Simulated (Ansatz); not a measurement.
**BH₂+ (singlet): wave-function methods side by side at distance B1–H2 = 2.629 Å, cc-pVQZ**

How much of the correlation energy of BH₂+ (singlet) does each wave-function method recover here?

Program: Ansatz 0.2.0, Gaussian basis. Level of theory: cc-pVQZ, core rule «outside noble gas», up to 1 orbitals frozen. These are calculated values, not measurements.

To be run: UHF; CCSD(T) on RHF; CCSD(T) on UHF; BCCD(T) on RHF; CCSDT(Q) on RHF; CCSDT(Q) on UHF; CASSCF and MRCISD+Q, 4 electrons in 6 orbitals; CASSCF and NEVPT2, 4 electrons in 6 orbitals; Full CI.

## (1) The geometry

The geometry derives from a PBE0/def2-TZVP stationary point (not a proven minimum). One bond is set to the value named and the two fragments are kept rigid.

3 atoms, charge 1, spin multiplicity 1.

Atoms are counted from 1 here; the program's logs count them from 0.

Bond lengths: B1–H3 1.179 Å.

In the tables R marks a restricted determinant and U an unrestricted one; 'valence' is the active space of 4 electrons in 6 orbitals; correlation energies count from the lowest restricted Hartree-Fock solution.

## (2) UHF

in.yaml

```yaml
crystal:
  periodic: [false, false, false]
  atoms:
    - {symbol: B, position_ang: [0.000000, 0.000000, 0.483273]}
    - {symbol: H, position_ang: [0.000000, 0.000000, -2.145727]}
    - {symbol: H, position_ang: [0.000000, 0.000000, 1.662454]}
basis:
  gaussian: {orbitals: cc-pVQZ}
total_charge: 1
magnetization: {spin_polarized: true, initial_magnetization: 0}
hamiltonian: {xc: hf}
output: {orbitals: {seedname: orbitals}}
```

Command:

```bash
> ansatz run in.yaml --threads 1 --pin off --events-out ev --progress --plain --max-ram 4096MiB --backend cpu
```

Further steps of the session: CCSD(T) on RHF; CCSD(T) on UHF; BCCD(T) on RHF; CCSDT(Q) on RHF; CCSDT(Q) on UHF; CASSCF and MRCISD+Q, 4 electrons in 6 orbitals; CASSCF and NEVPT2, 4 electrons in 6 orbitals; Full CI.

Q: Predict the results of all the runs planned. Wanted: correlation energy, FCI; RMP2 from FCI; UMP2 from FCI; RCCSD from FCI; RCCSD(T) from FCI; UCCSD(T) from FCI; RCCSDT(Q) from FCI; UCCSDT(Q) from FCI; NEVPT2 valence from FCI.

**Answer**, as computed:

```
                                      quantity                                                    value
                       correlation energy, FCI                                               -3.6211 eV
                                 RMP2 from FCI                                              +1111.5 meV
                                 UMP2 from FCI                                               +774.9 meV
                                RCCSD from FCI                                               +134.0 meV
                             RCCSD(T) from FCI                                                +21.9 meV
                             UCCSD(T) from FCI                                                +72.1 meV
                            RCCSDT(Q) from FCI                                                 +1.0 meV
                            UCCSDT(Q) from FCI                                                 +0.3 meV
                       NEVPT2 valence from FCI                                               +268.3 meV
                     MRCISD+Q valence from FCI                                                +67.8 meV
levels of the table within 1 kcal/mol (43 meV)  RCCSD(T), BCCD(T), RCCSDT, UCCSDT, RCCSDT(Q), UCCSDT(Q)
                                 T1 diagnostic                                                    0.070
                effectively unpaired electrons                                                     0.69
```

**Reading.** RCCSD(T) misses by +21.9 meV, 0.6 % of the correlation energy. CCSD(T) misses by +21.9 meV on the restricted determinant and by +72.1 meV on the unrestricted one; the two need not hold the same state or core. The occupations show some static correlation. Of the multireference levels listed MRCISD+Q valence comes nearest in total energy (+67.8 meV), which doesn't show that its space is the better one. These misses are within one basis, not against nature.
